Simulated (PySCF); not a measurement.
hydrogen isocyanide (CHN), SMILES [C-]#[NH+]. Atoms are numbered in the order given.

```xyz
3

C      0.0000     0.0000    -0.7382
N      0.0000     0.0000     0.4288
H      0.0000     0.0000     1.4274
```
Charge 0, spin multiplicity 1.

The structure is a stationary point at r2SCAN-D4/def2-TZVPD.

Lowest vertical singlet excitation by several levels in PySCF, with rough processor times relative to the cheapest run on one machine. Each run also gave further roots (ADC and EOM-CCSD ionised and attached states too); roots are paired by order and the bases differ. EOM-CCSD serves as a yardstick, not as the true value; all levels that ended soundly for this molecule are listed, with differences from unrounded values.

```json
[
 {"level": "TDA-CAM-B3LYP/def2-TZVPD", "relative cost": "1"},
 {"level": "TDDFT-LC-ωPBE/def2-TZVPD", "relative cost": "1"},
 {"level": "EOM-CCSD/aug-cc-pVDZ", "relative cost": "2"},
 {"level": "ADC(3)/aug-cc-pVDZ", "relative cost": "7"}
]
```

Computed S1 at each level and its distance from EOM-CCSD:
```json
[
 {"level": "TDA-CAM-B3LYP/def2-TZVPD", "S1 (eV)": "8.41", "S1 minus EOM-CCSD (eV)": "0.09"},
 {"level": "TDDFT-LC-ωPBE/def2-TZVPD", "S1 (eV)": "8.26", "S1 minus EOM-CCSD (eV)": "-0.06"},
 {"level": "EOM-CCSD/aug-cc-pVDZ", "S1 (eV)": "8.32", "S1 minus EOM-CCSD (eV)": "0.00"},
 {"level": "ADC(3)/aug-cc-pVDZ", "S1 (eV)": "7.94", "S1 minus EOM-CCSD (eV)": "-0.38"}
]
```
